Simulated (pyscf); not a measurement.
HN=Nb(Cl)(Cl)–Cl + H₂O → H₂N–Nb(OH)(Cl)(Cl)–Cl, gas phase, singlet surface. PySCF, gas phase, ωB97X-D3(BJ)/def2-SVP geometries. ΔG in kcal/mol from ωB97M-D3(BJ)/def2-TZVP energies (ideal gas, 1 atm, RRHO with modes under 100 cm⁻¹ raised to 100, one conformer, R ln 2 for chiral ones without a mode under 150 cm⁻¹).

```
T (K)     ΔG
-----  -----
298     -8.9
600     +1.1
900        ?
1200   +19.6
```

Q: Fit a line to the three values, predict ΔG at 900 K, and estimate where the reaction turns unfavourable at 1 atm of each gas.

A: Least squares gives ΔG = -18.1 + 31.5 × T/1000 K, so ΔS is about -132 J/(mol K) and ΔH about -18.1 kcal/mol over this range (ΔH at 298 K: -19.1). At 900 K the line gives +10.2; the computed value is +10.5. ΔG = 0 falls near 570 K; 1 kcal/mol in the energy moves that by 32 K. This is thermodynamics alone and says nothing of the barrier. Elements past Kr carry the def2 core potentials, without spin-orbit coupling.
